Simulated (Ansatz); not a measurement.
The input, for Ansatz 0.2.0:

```yaml
crystal:
  periodic: [false, false, false]
  atoms:
    - {symbol: O, position_ang: [-0.999173, -0.231644, 0.000000]}
    - {symbol: H, position_ang: [-1.248482, 0.694932, 0.000000]}
    - {symbol: H, position_ang: [0.315827, -0.231644, 0.000000]}
    - {symbol: Cl, position_ang: [1.931827, -0.231644, 0.000000]}
basis:
  gaussian: {orbitals: cc-pVDZ}
magnetization: {spin_polarized: false, initial_magnetization: 1}
correlation: {method: ccsdt_q, electrons: outside_noble_gas}
```

```sh
$ ansatz run in.yaml --threads 1 --pin off --events-out ev --progress --plain --max-ram 2393MiB
```

The program prints:

```
739 factors; integrals over basis functions are off by at most 2.2e-7 eV
mean field evaluation 1: about -14565.7801 eV, gradient 3.8e1 eV
mean field evaluation 2: about -14565.7925 eV, gradient 3.8e1 eV
mean field evaluation 4: about -14567.9032 eV, gradient 1.9e1 eV
mean field evaluation 8: about -14568.9004 eV, gradient 1.0e0 eV
mean field evaluation 16: about -14568.9102 eV, gradient 3.6e-6 eV
mean field evaluation 32: about -14568.9102 eV, gradient 1.8e-4 eV
mean field evaluation 64: about -14568.4226 eV, gradient 6.2e0 eV
mean field evaluation 96: about -14569.7026 eV, gradient 3.1e-2 eV
mean field evaluation 128: about -14569.7387 eV, gradient 6.8e-1 eV
mean field evaluation 160: about -14569.6719 eV, gradient 9.7e-1 eV
...
cycle  15  -10.02204841 eV  change   -2.9e-5 eV  update   1.6e-4
cycle  16  -10.02225251 eV  change   -2.0e-4 eV  update   1.2e-4
cycle  17  -10.02232682 eV  change   -7.4e-5 eV  update   5.8e-5
cycle  18  -10.02238506 eV  change   -5.8e-5 eV  update   2.7e-5
cycle  19  -10.02239675 eV  change   -1.2e-5 eV  update   1.3e-5
cycle  20  -10.02239856 eV  change   -1.8e-6 eV  update   7.2e-6
cycle  21  -10.02239948 eV  change   -9.2e-7 eV  update   4.5e-6
cycle  22  -10.02239973 eV  change   -2.4e-7 eV  update   3.0e-6
cycle  23  -10.02240272 eV  change   -3.0e-6 eV  update   1.7e-6
cycle  24  -10.02240331 eV  change   -6.0e-7 eV  update   9.3e-7
perturbative correction -0.02618493 eV, -0.0009622784 hartree
Total energy: -14579.75118842 eV, -535.7959736642 hartree
```

For the same geometry and basis UCCSDT(Q) lies 0.1 meV lower.

Ran on 1 thread of Arm Neoverse V2, shared host: 47 s wall, 0.75 GiB peak host memory.
